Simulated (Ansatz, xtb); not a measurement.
Isomers of C2H4Si in order of energy

9 gas-phase structures of C2H4Si, found in a search over its isomers (lower ones may exist). Each was relaxed with GFN2-xTB; where two conformers were screened, the lower at r2SCAN-D4/def2-SVP is listed:

A. `C1=C[SiH2]1`, a singlet
B. `C#C[SiH3]`, a singlet
C. `C=C[SiH]`, a triplet
D. `C=[Si]=C`, a singlet
E. a triplet given by its coordinates
F. `C=C[SiH]`, a singlet
G. `CC=[Si]`, a singlet
H. `C=C=[SiH2]`, a singlet
I. `C1C[Si]1`, a singlet

E (Å):

```xyz
7

C    -0.2874    0.2373   -1.0776
C     0.1155   -0.7218   -2.0403
Si    1.0055   -1.2235   -0.0935
H     0.1741    1.2110   -1.0722
H    -1.2832    0.1935   -0.6679
H     0.8868   -0.4743   -2.7505
H    -0.5719   -1.4919   -2.3470
```

Close contacts (Å): C1–C2 1.42, C1–Si3 2.18, C2–Si3 2.20, C1–H4 1.08, C1–H5 1.08, C2–H6 1.08, C2–H7 1.08.

Q: Estimate their order in r2SCAN-D4/def2-SVP energy at these geometries, lowest first.

A: Calculated order at r2SCAN-D4/def2-SVP: B (0.000), A (0.121), I (0.206), G (0.399), F (0.575), H (0.758), C (1.100), E (1.234), D (1.378) eV.

Energies above the lowest of each column, in eV; the last columns are at BLYP-D3(BJ)/def2-SVP geometries and were run for some of them only (a dash: not run or not comparable):

```
structure  GFN2-xTB  HF/STO-3G  r2SCAN-D4/def2-SVP  BLYP-D3(BJ)/def2-SVP  CCSD(T)/def2-TZVPP
        B     0.000      0.000               0.000                 0.000               0.000
        A     1.057      1.390               0.121                 0.342               0.401
        I     0.782      0.242               0.206                 0.363               0.470
        G     0.789      1.292               0.399                 0.381                   –
        F     0.923      1.010               0.575                 0.463                   –
        H     0.962      2.628               0.758                 0.677                   –
        C         –      1.446               1.100                     –                   –
        E         –      2.412               1.234                     –                   –
        D     1.459      4.291               1.378                     –                   –
```

Every level run on B puts it lowest or level with the lowest. Flexible structures stand in one conformer each, not always the lowest. Frequencies (BLYP-D3(BJ)/def2-SVP) were run for A, B, I alone. GFN2-xTB has no spin polarisation and isn't compared across spin states. Open shells are spin-unrestricted, some with notable spin contamination.

Over these structures GFN2-xTB departs from r2SCAN-D4/def2-SVP by 0.233 eV on average once a common shift is removed. A GFN2-xTB relaxation took about 0.058 s and the r2SCAN-D4/def2-SVP energy about 1.4 s on a shared host (Ansatz 0.2.0, xtb 6.7.1).
